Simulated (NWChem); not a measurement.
# BNH4 (SMILES BN): levels of theory compared

We compute a comparison of 6 runs (HF/def2-TZVPP, BLYP/def2-TZVPP, PBE/def2-TZVPP, SVWN5/def2-TZVPP, CCSD/def2-TZVPP, CCSD(T)/def2-TZVPP) of BNH4. 

The calculation is run with NWChem 7.3.0.

1 further run of the same task is left out (set aside as unsound or not needed).

**1. The molecule**

BNH4 has 6 atoms, charge 0, and is taken as a singlet. SMILES: `BN`. One bond was lengthened or shortened from a relaxed shape.

Bond lengths: B1–N2 1.593 Å, B1–H3 1.197 Å, B1–H4 1.197 Å, N2–H5 1.006 Å, N2–H6 1.006 Å. Angles: B1–N2–H5 123.2°, B1–N2–H6 123.2°, N2–B1–H3 119.0°, N2–B1–H4 119.0°, H5–N2–H6 113.5°, H3–B1–H4 122.0°.

**2. The energy at HF/def2-TZVPP (run 1)**

Input file geom.nw:

```
start geom
title "BH4N"
memory 2200 mb

geometry units angstroms noautosym nocenter noautoz
 B    -0.169352   -0.883187   -0.031061
 N     0.146100    0.677400    0.010800
 H     0.184648   -1.571587    0.882039
 H    -0.753152   -1.332287   -0.974661
 H    -0.121600    1.313700   -0.720800
 H     0.632000    1.121400    0.771300
end

basis spherical bse
 * library def2-TZVPP
end

scf
 thresh 1e-08
 maxiter 80
end

task scf
```

Run with:

```bash
$ nwchem geom.nw > geom.out
```

The log of the run:

```text
[...]
  functions       =   118
[...]
  wavefunction    = RHF
[...]
         Total SCF energy =    -81.504564959163
      One-electron energy =   -168.965554855391
      Two-electron energy =     57.403098425690
 Nuclear repulsion energy =     30.057891470538
        Time for solution =     19.8s
[...]
```

Run time: 21 s. Hardware: 1 thread of Intel Xeon Platinum 8488C (Sapphire Rapids), shared host; peak memory 0.1 GiB.

**3. The energy at BLYP/def2-TZVPP (run 2)**

Input file run.py:

```python
from ase import Atoms
from ase.calculators.nwchem import NWChem

molecule = Atoms(['B', 'N', 'H', 'H', 'H', 'H'], positions=[
    [-0.169352, -0.883187, -0.031061],
    [0.146100, 0.677400, 0.010800],
    [0.184648, -1.571587, 0.882039],
    [-0.753152, -1.332287, -0.974661],
    [-0.121600, 1.313700, -0.720800],
    [0.632000, 1.121400, 0.771300],
])

calc = NWChem(
    label='calc',
    theory='dft',
    memory='2200 mb',
    basis='def2-TZVPP',
    basispar='spherical bse',
    dft={'xc': 'becke88 lyp', 'mult': '1', 'grid': 'fine', 'convergence': 'energy 1e-08', 'iterations': '100', 'mulliken': None},
    task='energy',
)
molecule.calc = calc

print(f"energy = {molecule.get_potential_energy():.6f} eV")
print("dipole (e A):", molecule.get_dipole_moment().round(4))
```

Run with:

```bash
$ export ASE_NWCHEM_COMMAND="nwchem PREFIX.nwi > PREFIX.nwo"
$ python run.py
```

The log of the run:

```text
energy = -2231.743817 eV
dipole (e A): [0.0588 0.2913 0.0078]
```

The calculator wrote calc.nwi:

```
title "calc"

permanent_dir calc

scratch_dir calc

start calc

geometry units angstrom nocenter noautosym noautoz
  B  -1.6935200000000000e-01 -8.8318700000000006e-01 -3.1060999999999998e-02
  N  1.4610000000000001e-01 6.7740000000000000e-01 1.0800000000000001e-02
  H  1.8464800000000001e-01 -1.5715870000000001e+00 8.8203900000000002e-01
  H  -7.5315200000000004e-01 -1.3322870000000000e+00 -9.7466100000000000e-01
  H  -1.2160000000000000e-01 1.3137000000000001e+00 -7.2080000000000000e-01
  H  6.3200000000000001e-01 1.1214000000000000e+00 7.7129999999999999e-01
end

memory 2200 mb

basis spherical bse noprint
   * library def2-TZVPP
end

dft
  xc becke88 lyp
  mult 1
  grid fine
  convergence energy 1e-08
  iterations 100
  mulliken
end

task dft energy
```

calc.nwo:

```text
Northwest Computational Chemistry Package (NWChem) 7.3.0
             --------------------------------------------------------

           Job information
           ---------------

    nwchem branch   = 7.3.0
    use scalapack   = T
    input           = calc.nwi
    prefix          = calc.
    data base       = calc/calc.db
    status          = startup
    nproc           =        1

           Memory information
           ------------------

    heap     =     72089596 doubles =      550.0 Mbytes
    stack    =     72089601 doubles =      550.0 Mbytes
    global   =    144179200 doubles =     1100.0 Mbytes (distinct from heap & stack)
    total    =    288358397 doubles =     2200.0 Mbytes
    verify   = yes
    hardfail = no

[... 99 lines left out ...]
  convergence criterion.
[... 18 lines left out ...]
          Convergence on density requested:  1.00D-05
[... 21 lines left out ...]
          Convergence Information
[... 59 lines left out ...]
   convergence    iter        energy       DeltaE   RMS-Dens  Diis-err    time
[... 15 lines left out ...]
           Coulomb energy =       69.371371868173
[... 7 lines left out ...]
                       DFT Final Molecular Orbital Analysis
[... 860 lines left out ...]
 center of mass
 --------------
 x =   0.00799266 y =  -0.04619886 z =  -0.01517176

 moments of inertia (a.u.)
 ------------------
          89.832027866549         -15.382708075955          -5.587134722095
         -15.382708075955          16.114981073284          -0.813417039772
          -5.587134722095          -0.813417039772          85.413118226346

     Multipole analysis of the density
     ---------------------------------

     L   x y z        total         alpha         beta         nuclear
     -   - - -        -----         -----         ----         -------
     0   0 0 0     -0.000000     -8.000000     -8.000000     16.000000

     1   1 0 0      0.111151     -0.055763     -0.055763      0.222678
[... 8 lines of this table left out ...]
     2   0 0 2    -10.380307    -10.275445    -10.275445     10.170583

 Task  times  cpu:       18.9s     wall:       18.9s
 Total times  cpu:       18.9s     wall:       18.9s
```

Run time: 20 s. Hardware: 1 thread of Intel Xeon Platinum 8488C (Sapphire Rapids), shared host; peak memory 0.12 GiB.

**4. A single-point energy at PBE/def2-TZVPP (run 3)**

run.py: that of step 3 with these lines changed.

```diff
@@ -13,3 +13,3 @@
 calc = NWChem(
-    label='calc',
+    label='input',
     theory='dft',
@@ -18,3 +18,3 @@
     basispar='spherical bse',
-    dft={'xc': 'becke88 lyp', 'mult': '1', 'grid': 'fine', 'convergence': 'energy 1e-08', 'iterations': '100', 'mulliken': None},
+    dft={'xc': 'xpbe96 cpbe96', 'mult': '1', 'grid': 'fine', 'convergence': 'energy 1e-08', 'iterations': '100', 'mulliken': None},
     task='energy',
```

Run with:

```bash
$ export ASE_NWCHEM_COMMAND="nwchem PREFIX.nwi > PREFIX.nwo"
$ python run.py
```

The log of the run:

```text
energy = -2229.427470 eV
dipole (e A): [0.0605 0.2996 0.008 ]
```

The calculator wrote input.nwi:

```
title "input"

permanent_dir input

scratch_dir input

start input

geometry units angstrom nocenter noautosym noautoz
  B  -1.6935200000000000e-01 -8.8318700000000006e-01 -3.1060999999999998e-02
  N  1.4610000000000001e-01 6.7740000000000000e-01 1.0800000000000001e-02
  H  1.8464800000000001e-01 -1.5715870000000001e+00 8.8203900000000002e-01
  H  -7.5315200000000004e-01 -1.3322870000000000e+00 -9.7466100000000000e-01
  H  -1.2160000000000000e-01 1.3137000000000001e+00 -7.2080000000000000e-01
  H  6.3200000000000001e-01 1.1214000000000000e+00 7.7129999999999999e-01
end

memory 2200 mb

basis spherical bse noprint
   * library def2-TZVPP
end

dft
  xc xpbe96 cpbe96
  mult 1
  grid fine
  convergence energy 1e-08
  iterations 100
  mulliken
end

task dft energy
```

input.nwo:

```text
Northwest Computational Chemistry Package (NWChem) 7.3.0
             --------------------------------------------------------

           Job information
           ---------------

    nwchem branch   = 7.3.0
    use scalapack   = T
    input           = input.nwi
    prefix          = input.
    data base       = input/input.db
    status          = startup
    nproc           =        1

           Memory information
           ------------------

    heap     =     72089596 doubles =      550.0 Mbytes
    stack    =     72089601 doubles =      550.0 Mbytes
    global   =    144179200 doubles =     1100.0 Mbytes (distinct from heap & stack)
    total    =    288358397 doubles =     2200.0 Mbytes
    verify   = yes
    hardfail = no

[... 101 lines left out ...]
  convergence criterion.
[... 18 lines left out ...]
          Convergence on density requested:  1.00D-05
[... 22 lines left out ...]
          Convergence Information
[... 59 lines left out ...]
   convergence    iter        energy       DeltaE   RMS-Dens  Diis-err    time
[... 15 lines left out ...]
           Coulomb energy =       69.349554604599
[... 7 lines left out ...]
                       DFT Final Molecular Orbital Analysis
[... 860 lines left out ...]
 center of mass
 --------------
 x =   0.00799266 y =  -0.04619886 z =  -0.01517176

 moments of inertia (a.u.)
 ------------------
          89.832027866549         -15.382708075955          -5.587134722095
         -15.382708075955          16.114981073284          -0.813417039772
          -5.587134722095          -0.813417039772          85.413118226346

     Multipole analysis of the density
     ---------------------------------

     L   x y z        total         alpha         beta         nuclear
     -   - - -        -----         -----         ----         -------
     0   0 0 0     -0.000000     -8.000000     -8.000000     16.000000

     1   1 0 0      0.114352     -0.054163     -0.054163      0.222678
[... 8 lines of this table left out ...]
     2   0 0 2    -10.269986    -10.220284    -10.220284     10.170583

 Task  times  cpu:       18.9s     wall:       18.9s
 Total times  cpu:       19.0s     wall:       19.0s
```

Run time: 20 s. Hardware: 1 thread of Intel Xeon Platinum 8488C (Sapphire Rapids), shared host; peak memory 0.12 GiB.

Runs 4 to 5 aren't shown in full; the table further down has their settings and results.

**5. The energy at CCSD(T)/def2-TZVPP (run 6)**

Input file bh4n.nw:

```
start bh4n
title "BH4N energy"
memory total 2200 mb

geometry units angstroms noautosym nocenter noautoz
  B    -0.169352   -0.883187   -0.031061
  N     0.146100    0.677400    0.010800
  H     0.184648   -1.571587    0.882039
  H    -0.753152   -1.332287   -0.974661
  H    -0.121600    1.313700   -0.720800
  H     0.632000    1.121400    0.771300
end

basis spherical bse
  B library def2-TZVPP
  N library def2-TZVPP
  H library def2-TZVPP
end

scf
  thresh 1e-08
  maxiter 80
end

ccsd
  freeze core 2
  maxiter 60
end

task ccsd(t) energy
```

Run with:

```bash
$ nwchem bh4n.nw > bh4n.out
```

The log of the run:

```text
[...]
  functions       =   118
[...]
  wavefunction    = RHF
[...]
         Total SCF energy =    -81.504564959163
      One-electron energy =   -168.965554855391
      Two-electron energy =     57.403098425690
 Nuclear repulsion energy =     30.057891470538
        Time for solution =     20.1s
[...]
 Total MP2 energy:            -81.833419073331157
[...]
             energy      energy      error      ampl     ampl      Block
                                                time     time      time
[...]
 Total CCSD energy:            -81.856413409923533
[...]
 Total CCSD+T(CCSD) energy:            -81.869953838192501
[...]
 Total CCSD(T) energy:                 -81.869342136335348
[...]
```

It took 3.3 min on 1 thread of Intel Xeon Platinum 8488C (Sapphire Rapids), shared host; peak memory 0.29 GiB.

**6. The series**

```
run               level  iteration cap   module  energy (Eh)  dipole moment (D)  HOMO energy (eV)  LUMO energy (eV)  wall time
  1       HF/def2-TZVPP             80      scf   -81.504565               0.83            -11.02              2.69       21 s
  2     BLYP/def2-TZVPP            100      dft   -82.015073               1.43             -6.44             -1.42       20 s
  3      PBE/def2-TZVPP            100      dft   -81.929949               1.47             -6.58             -1.55       20 s
  4    SVWN5/def2-TZVPP            100      dft   -81.275762               1.51             -6.79             -1.79       14 s
  5     CCSD/def2-TZVPP             80     ccsd   -81.856413                  –                 –                 –    2.9 min
  6  CCSD(T)/def2-TZVPP             80  ccsd(t)   -81.869342                  –            -11.02              2.69    3.3 min
```

**7. Outcome**

| quantity | value |
| --- | --- |
| run 6: total energy | -81.86934 Eh |
| run 6: HOMO energy (Hartree–Fock orbitals) | -11.02 eV |
| run 6: LUMO energy (Hartree–Fock orbitals) | 2.69 eV |
| run 6: HOMO–LUMO gap (Hartree–Fock orbitals) | 13.70 eV |
| run 6: correlation energy (2 core orbitals frozen) | -364.8 mEh |
| run 6: (T) correction | -12.93 mEh |

Below the HF energy at the same shape and in the same basis (def2-TZVPP): CCSD -351.8 mEh; CCSD(T) -364.8 mEh. Over runs 1, 2, 3, 4 the dipole moment (its size) runs from 0.83 D (HF/def2-TZVPP) to 1.51 D (SVWN5/def2-TZVPP). Over runs 1, 2, 3, 4 the HOMO–LUMO gap runs from 5.00 eV (SVWN5/def2-TZVPP) to 13.70 eV (HF/def2-TZVPP). Exact exchange widens orbital gaps. Totals of different functionals can't be ranked against each other. All runs together took 7.5 min, the longest 3.3 min.
